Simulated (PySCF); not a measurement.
# SMILES c1c[p-]cp1, [C3H3P2]-, charge -1

Geometry:
```json
{"atom": "C1", "x (Å)": "-0.816", "y (Å)": "0.722", "z (Å)": "0.317"}
{"atom": "C2", "x (Å)": "-0.993", "y (Å)": "-0.519", "z (Å)": "-0.283"}
{"atom": "P3", "x (Å)": "0.458", "y (Å)": "-1.450", "z (Å)": "-0.641"}
{"atom": "C4", "x (Å)": "1.539", "y (Å)": "-0.238", "z (Å)": "-0.004"}
{"atom": "P5", "x (Å)": "0.840", "y (Å)": "1.221", "z (Å)": "0.649"}
{"atom": "H6", "x (Å)": "-1.667", "y (Å)": "1.366", "z (Å)": "0.575"}
{"atom": "H7", "x (Å)": "-1.993", "y (Å)": "-0.906", "z (Å)": "-0.523"}
{"atom": "H8", "x (Å)": "2.625", "y (Å)": "-0.389", "z (Å)": "-0.013"}
```

Total charge -1.

Method: GIAO PBE/aug-pcSseg-1 magnetisability, rotational g tensor and spin-rotation constants, non-relativistic, gas phase (PySCF 2.14.0). Geometry: PBE0-D3(BJ)/def2-SVP.

For an ion the centre-of-mass motion in the field is neglected.

Give the nuclear spin-rotation constants along the inertial axes (H = +C I·J) beside the isotropic shieldings.

Rotational constants 6.6035, 3.2955, 2.1984 GHz. A star marks the isotopologue with that one atom substituted, in its own axes.
| atom | isotope | Caa (kHz) | Cbb (kHz) | Ccc (kHz) | mean (kHz) | σ (ppm) |
| --- | --- | --- | --- | --- | --- | --- |
| P3 | 31P | 14.245 | 8.258 | 3.167 | 8.557 | 140.0 |
| P5 | 31P | 14.250 | 8.259 | 3.167 | 8.559 | 139.8 |
| H6 | 1H | -0.116 | 0.277 | -0.178 | -0.006 | 23.1 |
| H7 | 1H | -0.116 | 0.277 | -0.178 | -0.006 | 23.1 |
| H8 | 1H | -0.523 | 0.534 | -0.202 | -0.064 | 22.8 |
| C1 | 13C* | 2.714 | 1.515 | 0.374 | 1.534 | 36.0 |
| C4 | 13C* | 2.265 | 2.075 | 0.336 | 1.559 | 18.5 |

For the geometry as given, no vibrational averaging.

How do the rotational constants and the g tensor change when H6, H7, H8 are replaced by deuterium?

Constants 5.5187, 3.2270, 2.0363 GHz; g -0.1046, -0.0986, 0.0182, against -0.1250, -0.1007, 0.0197 before.
